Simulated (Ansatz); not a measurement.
**P₂ (quintet): wave-function methods side by side, def2-TZVPP**

The task here is to estimate one member of a computed series from the others.

Computed with Ansatz 0.2.0, Gaussian basis. Level: def2-TZVPP, core rule «outside noble gas», up to 10 orbitals frozen.

To be run: UHF; ROHF; CCSD(T) on UHF.

2 further runs of the same task are left out: 2 set aside as unsound or not needed.

## What is computed

The geometry is a PBE0/def2-TZVP stationary point (not a proven minimum) of the parent state, kept for this charge and spin.

2 atoms, charge 0, spin multiplicity 5.

Atoms are counted from 1 here; the program's logs count them from 0.

Bond lengths: P1–P2 2.056 Å.

The first run:

Contents of in.yaml:

```yaml
crystal:
  periodic: [false, false, false]
  atoms:
    - {symbol: P, position_ang: [0.000000, 0.000000, 0.000000]}
    - {symbol: P, position_ang: [0.000000, 0.000000, 2.055800]}
basis:
  gaussian: {orbitals: def2-TZVPP}
magnetization: {spin_polarized: true, initial_magnetization: 4}
hamiltonian: {xc: hf}
output: {orbitals: {seedname: orbitals}}
```

On the command line:

```
> ansatz run in.yaml --threads 1 --pin off --events-out ev --progress --plain --max-ram 3968MiB --backend cpu
```

Steps of the session up to this table: UHF; ROHF; CCSD(T) on UHF.

One of the session's tables, all rows but one given; the rest of the session is left out.

It belongs to the step «Misses and costs». 

| method | from UCCSD(T) (meV) |
| --- | --- |
| ROHF | +6769.1 |
| UHF | +6387.0 |
| UMP2 | +1313.9 |
| UCCSD | ? |
| UCCSD(T) | 0 |

Estimate the missing values for UCCSD.

As computed: from UCCSD(T) (meV): +274.6. In the column «from UCCSD(T) (meV)» it lies between UCCSD(T) (0) and UMP2 (+1313.9).
